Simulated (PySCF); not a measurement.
Molecule: SMILES C=NCC#CC, C5H7N.

Bonds (- single, = double, # triple, : aromatic): C1=N2, N2-C3, C3-C4, C4#C5, C5-C6. C1 carries H7, H8; C3 carries H9, H10; C6 carries H11, H12, H13. H7 is cis to C3; H8 is trans to C3.

Frames of a GFN2-xTB Langevin trajectory at 300 K; GIAO PBE0/pcSseg-1 shieldings in PySCF, gas phase, non-relativistic; equivalent atoms averaged within each frame.

δ = σ(ref) − σ, references computed at the same level: $^{13}$C (σref 186.93), $^{1}$H (σref 31.72) against TMS; $^{15}$N (σref 267.73) vs NH3. The references are static minima.

Question: How do the shifts (ppm) fluctuate along the trajectory?

Answer: 
| time (fs) | C1 | C5 | C4 | C3 | C6 | N2 | H7 | H8 | H9/H10 | H11/H12/H13 |
| --- | --- | --- | --- | --- | --- | --- | --- | --- | --- | --- |
| 250 | 155.9 | 85.0 | 83.1 | 54.2 | 1.5 | 414.4 | 8.67 | 8.33 | 4.21 | 1.52 |
| 425 | 154.3 | 88.0 | 85.2 | 51.5 | 7.7 | 405.2 | 7.67 | 8.44 | 4.92 | 2.57 |
| 625 | 162.3 | 90.6 | 87.9 | 51.3 | 10.0 | 429.7 | 8.04 | 7.06 | 4.66 | 2.78 |
| 800 | 170.7 | 89.1 | 88.5 | 58.4 | 5.7 | 426.8 | 7.70 | 7.19 | 4.87 | 2.18 |
| 1000 | 160.5 | 94.9 | 84.3 | 56.0 | 5.0 | 418.9 | 7.82 | 7.76 | 5.09 | 2.29 |
| mean of frames | 160.7 | 89.5 | 85.8 | 54.3 | 6.0 | 419.0 | 7.98 | 7.76 | 4.75 | 2.27 |
| standard deviation | 6.4 | 3.6 | 2.3 | 3.0 | 3.2 | 9.8 | 0.41 | 0.63 | 0.34 | 0.48 |

5 frames give an uncertainty of the mean of about the standard deviation over 2.2 at best, since frames this close in time may not be independent; classical motion lacks zero-point vibration, and the reference would need the same averaging.
